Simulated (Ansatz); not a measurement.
fcc Ag

These are RPBE (Ansatz, an electronic-structure program, PAW) values and carry that method's errors.

Run with plane-wave cutoff 520 eV, 24×24×24 k mesh, Fermi–Dirac smearing 0.05 eV, no spin polarisation, scalar-relativistic PAW data made under PBE.

Cell: relaxed at this level.

```
Quantity                                            Value
------------------------------------------  -------------
equilibrium volume per atom                 18.67 Å³/atom
bulk modulus                                     74.4 GPa
equilibrium lattice constant a                    4.211 Å
band gap                                             none
pressure derivative B′ of the bulk modulus            5.9
```

Measured, for comparison: equilibrium volume per atom 16.76 Å³/atom (static lattice: zero-point anharmonic expansion removed; as tabulated in Mejia-Rodriguez and Trickey (2018), arXiv:1807.09216); bulk modulus 110 GPa (corrected for temperature and zero-point phonon effects, our sources range from 104 to 111; as tabulated in Levämäki et al. (2014), arXiv:1402.3671); lattice constant a 4.062 Å (static lattice: zero-point anharmonic expansion removed, our sources range from 4.056 to 4.063; as tabulated in Mejia-Rodriguez and Trickey (2018), arXiv:1807.09216). Computed (rounded) less measured: equilibrium volume per atom +11.4 %, bulk modulus -32 % (-28 % to -33 % over the range), lattice constant a +3.7 % (+3.6 % to +3.8 % over the range).

Spin–orbit coupling is not included.
